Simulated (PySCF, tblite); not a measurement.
# C₄H₃S₂ radical: geometry, infrared bands and EPR parameters

What infrared bands and EPR parameters should C₄H₃S₂ radical (`[S]c1cccs1`) show?

The runs use tblite 0.8.0 and PySCF 2.14.0, with density-fitted response routines of our own; the level of theory stands in each step. All values are computed, except where a source is named. Atoms are numbered from 0 throughout.

### Step 1. The starting structure

9 atoms, charge 0, multiplicity 2; geometry from: force field or distance geometry start.

Bonds of the start (Å): S0–C1 1.81, C1–C2 1.36, C2–C3 1.34, C3–C4 1.35, C4–S5 1.84, S5–C1 1.84, C2–H6 1.12, C3–H7 1.13, C4–H8 1.06.

### Step 2. Relaxing the molecule with GFN2-xTB

The job: settings as JSON, then the geometry in Å.

```
{"job": {"kind": "relax", "xc": "GFN2-xTB", "basis": "xTB"}, "charge": 0, "multiplicity": 2}
S      3.177800     0.117100    -0.124100
C      1.380900     0.283700    -0.036000
C      0.456300    -0.705400    -0.106300
C     -0.854900    -0.423100    -0.027800
C     -1.309600     0.832300     0.167300
S      0.283800     1.747300     0.203800
H      0.809100    -1.762000    -0.263100
H     -1.615700    -1.259100    -0.087100
H     -2.314200     1.175300     0.248100
```

Launch:

```sh
$ OMP_NUM_THREADS=1 python probes_run.py task.json out
```

One launch serves the whole session: the jobs run in the order shown.

**Question.** This job is followed by: GFN2-xTB harmonic vibrations, gas phase; UKS B3LYP, pcH-1 on C H S, non-relativistic, mean-field spin-orbit, GIAO. What will the session give for the following? strongest single infrared mode (GFN2-xTB); zero-point energy (GFN2-xTB); g(iso) (B3LYP); ⟨S²⟩; largest a(iso); potential on the surface of density 0.002 e/bohr³, 1st and 99th percentile; property runs in this session.

As calculated:

```
                                                                  quantity                                            value
                                 strongest single infrared mode (GFN2-xTB)                             1292 cm⁻¹, 44 km/mol
                                              zero-point energy (GFN2-xTB)                                    34.5 kcal/mol
                                                            g(iso) (B3LYP)                                          2.02780
                                                                      ⟨S²⟩                               0.766 (exact 0.75)
                                                            largest a(iso)                              13C on C4, 24.7 MHz
potential on the surface of density 0.002 e/bohr³, 1st and 99th percentile                               -0.98 V and 1.45 V
                                             property runs in this session  1, of which 0 failed and 1 gave unsound results
```

**Reading.** Relaxing lowered the energy by 1.133 eV in 18 steps; the close pair that moved most is S0–C1, from 1.807 to 1.676 Å. No mode is imaginary among the 21: a minimum at this level. The strongest single mode, at 1292 cm⁻¹, has its largest shares on C1, C2 and C4 (the list is cut at 3 atoms). Unscaled tight-binding wavenumbers are off by several per cent, some by more. Its intensities can rank the bands wrongly. The largest share of the spin, 0.65 e, sits on S0. The isotropic g lies 25.5 ppt above the free-electron value. These values are not to be trusted: the run shows nearly degenerate orbitals, where second-order g theory doesn't apply. The conformer search found further structures of the same energy, which may be mirror or relabelled copies of this one.
